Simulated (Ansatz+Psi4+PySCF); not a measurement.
**doublet CH4S(+): levels of theory in one basis**

```yaml
atoms:
  - { symbol: C, position_ang: [-0.0563, 1.1480, -0.0054] }
  - { symbol: S, position_ang: [-0.0579, -0.6641, 0.0002] }
  - { symbol: H, position_ang: [1.2758, -0.8172, 0.0032] }
  - { symbol: H, position_ang: [-1.0914, 1.4671, -0.0081] }
  - { symbol: H, position_ang: [0.4230, 1.5534, 0.8955] }
  - { symbol: H, position_ang: [0.4307, 1.5611, -0.8926] }
```

Basis set: cc-pVTZ on H, C; cc-pV(T+d)Z on S (spherical functions). Correlated methods keep 6 orbitals frozen. Correlation on ROHF uses semicanonical orbitals with singles. Charge 1, multiplicity 2.

Computed with Ansatz (development build ahead of 0.2.0) and Psi4 1.11; each method stands on the lowest determinant of its kind that the runs found.

```tsv
method	E − E(ROHF) (eV)	<S²> of the determinant
ROHF	0.00	0.75
UHF	-0.17	0.77
ROHF-MP2	-8.96	–
UHF-MP2	-8.93	0.77
```
